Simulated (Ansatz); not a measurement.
Ideal-gas functions of oxygen, O2 (triplet) at 400 K and 1 bar, from an Ansatz frequency run at PBE0-D4/def2-TZVP.

Molar mass 32.0 g/mol, point group D∞h (symmetry number 2), electronic degeneracy 3, moments of inertia 11.382 u Å². Harmonic wavenumbers (cm⁻¹, unscaled): 1714.

Use S(trans) = R[1.5 ln M + 2.5 ln T − 1.1517]; rotational temperatures θ = 24.2544 K / I; S(rot) = R[ln(T/σθ) + 1]; for each mode x = 1.438777 ν̃/T, S = R[x/(eˣ − 1) − ln(1 − e⁻ˣ)] and H = RT x/(eˣ − 1); 1 cm⁻¹ = 0.0119627 kJ/mol; R = 8.31446 J/(mol·K).

Q: By hand: the entropy, in J/(mol·K).

A: Translation 158.2. Rotation: θ = 2.1309 K, giving 46.1. Vibration, mode by mode: 0.13, in all 0.1. Electronic 9.1. Sum 213.5 J/(mol·K).

Q: By hand: H − E and G − E in kJ/mol, counted from the electronic energy.

A: Zero-point energy ½ × 1714 × 0.0119627 = 10.3; thermal vibration 0.0; translation, rotation and pV give 3.5 RT = 11.6. H − E = 21.9 kJ/mol, and G − E = 21.9 − 400 × 213.5/1000 = -63.5 kJ/mol.

Vibration gives 0 % of the entropy; all modes have x over 3 and are hardly excited.
